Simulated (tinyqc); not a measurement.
Ways to converge the cycle: SCF convergence aids in the sto-3g basis, for BH2+, spin multiplicity 1. Computed by the program tinyqc with PySCF. RHF with one setting changed at a time; a run stops when the energy changes by less than 1e-09 hartree and the error matrix is below 1e-5. The start is random orbitals. Damping d keeps d of the old density; a shift (hartree) raises the virtual levels; DIIS n extrapolates F over n matrices.

Geometry (angstrom):
```
atom       x        y       z
B     0.0000   0.0000  0.0000
H     0.0000   1.0190  0.4410
H     0.0000  -1.0190  0.4410
```

lowest restricted solution found by these runs and by PySCF = -25.135807 hartree

Largest element of the error matrix X^T (FDS - SDF) X:
```
iteration    plain  damping 0.3  damping 0.6  shift 0.4   DIIS 3   DIIS 8
1          4.7e+00      4.7e+00      4.7e+00    4.7e+00  4.7e+00  4.7e+00
2          4.0e-01      1.6e+00      2.9e+00    4.9e-01  4.0e-01  4.0e-01
3          6.9e-02      5.6e-01      1.8e+00    2.2e-01  6.4e-02  6.4e-02
4          2.4e-02      1.9e-01      1.1e+00    1.4e-01  2.0e-02  2.0e-02
5          1.0e-02      6.5e-02      7.0e-01    9.0e-02  4.2e-03  4.2e-03
6          4.5e-03      2.4e-02      4.4e-01    5.8e-02  1.7e-03  1.5e-03
8          1.3e-03      7.5e-03      1.7e-01    2.3e-02  3.4e-05  3.0e-05
10         4.2e-04      2.7e-03      6.7e-02    1.0e-02  3.9e-06  2.2e-06
14         4.3e-05      5.4e-04      9.3e-03    2.7e-03        -        -
20               -      6.1e-05      1.7e-03    3.6e-04        -        -
30               -            -      2.1e-04    1.2e-05        -        -
45               -            -      1.2e-05          -        -        -
```

How each run ends:
```
run          iterations  E (hartree)         state
plain                17    -25.13581  lowest found
damping 0.3          26    -25.13581  lowest found
damping 0.6          47    -25.13581  lowest found
shift 0.4            31    -25.13581  lowest found
DIIS 3               10    -25.13581  lowest found
DIIS 8               10    -25.13581  lowest found
```

What does the comparison show, and why?

6 of 6 runs reach the lowest restricted solution found, in 10 to 47 iterations (fastest: DIIS 3, DIIS 8). Plain steps already contract here, so damping only slows them. DIIS 3 and DIIS 8 gain by cancelling the error over several earlier matrices, much as a quasi-Newton step does.
